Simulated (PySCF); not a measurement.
Gas-phase reaction: 2 BHCl2 + Cl2 = 2 BCl2 + 2 HCl

Method: PySCF energies plus ideal-gas RRHO corrections (1 bar). † marks an energy on the PBE0/def2-TZVP geometry and frequencies; other levels use their own. MP2 and CCSD(T) freeze the core. 6-31G* has spherical d functions here. Open shells (unrestricted): BCl2 (multiplicity 2); the rest are closed-shell singlets. B3LYP is the form with VWN-RPA correlation. MP2 isn't extrapolated to the basis-set limit; its ΔH°(298 K) is 222.3 kJ in def2-SVP and 243.3 kJ in def2-TZVPP. CCSD(T) isn't extrapolated to the basis-set limit; its ΔH°(298 K) is 227.1 kJ in def2-SVP and 242.5 kJ in def2-TZVPP. The harmonic model lacks anharmonicity and excited electronic states, which grow with temperature; levels with a mode under 35 cm⁻¹ are left out.

```tsv
level	ΔE electronic, kJ	ΔH°(298 K), kJ	ΔS°(298 K), J/K	ΔG°(800 K), kJ
B3LYP/def2-TZVP†	262	248	155	122
CCSD(T)/def2-TZVPP†	257	243	155	116
HF/6-31G*	191	175	156	47
HF/def2-TZVP†	176	161	155	35
MP2/def2-SVP†	236	222	155	96
PBE0/def2-SVP†	248	234	155	107
r2SCAN/def2-TZVP†	234	220	155	94
LDA/def2-TZVP†	302	288	155	162
```
ΔH° is lowest at HF/def2-TZVP† and highest at LDA/def2-TZVP†. No reference value is set beside these.
